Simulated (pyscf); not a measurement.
SiH₄ + H₂Si=PH → H₃Si–PH–SiH₃ (addition across a multiple bond or ene-type step; singlet surface; H–Si broken, P–Si, H–Si formed). Single points on ωB97X-D3(BJ)/def2-SVP structures (PySCF, gas phase). MP2 and CC: frozen core, UHF for open shells. ΔMP2 is the change of the MP2 total energy from the triple- to the quadruple-zeta basis. Energies in kJ/mol from the separated reactants.

```csv
level,barrier,reaction energy
r²SCAN/def2-TZVP,45.8,-170.9
PBE0-D3(BJ)/def2-TZVP,35.3,-182.9
ωB97M-D3(BJ)/def2-TZVP,55.1,-169.4
MP2/def2-QZVPP,53.6,-171.9
CCSD/def2-TZVPP,___,-162.6
CCSD(T)/def2-TZVPP,69.3,-160.3
CCSD(T)/def2-TZVPP + ΔMP2(QZVPP),___,___
```

Problem. Complete the blanks.

Solution. 
- CCSD/def2-TZVPP, barrier: 74.0
- CCSD(T)/def2-TZVPP + ΔMP2(QZVPP), barrier: 64.5
- CCSD(T)/def2-TZVPP + ΔMP2(QZVPP), reaction energy: -163.2

Of the functionals in the table, ωB97M-D3(BJ) is closest to CCSD(T)/def2-TZVPP + ΔMP2(QZVPP) in the barrier (9.4 kJ/mol apart) and PBE0-D3(BJ) least close (29.3 kJ/mol); that level has limits of its own. At the saddle there is also a short Si–Si contact that neither side keeps. This is the saddle that the search found; another between the same sides may lie lower. The CCSD(T) − MP2 part came from Ansatz, without density fitting, on the same reference.
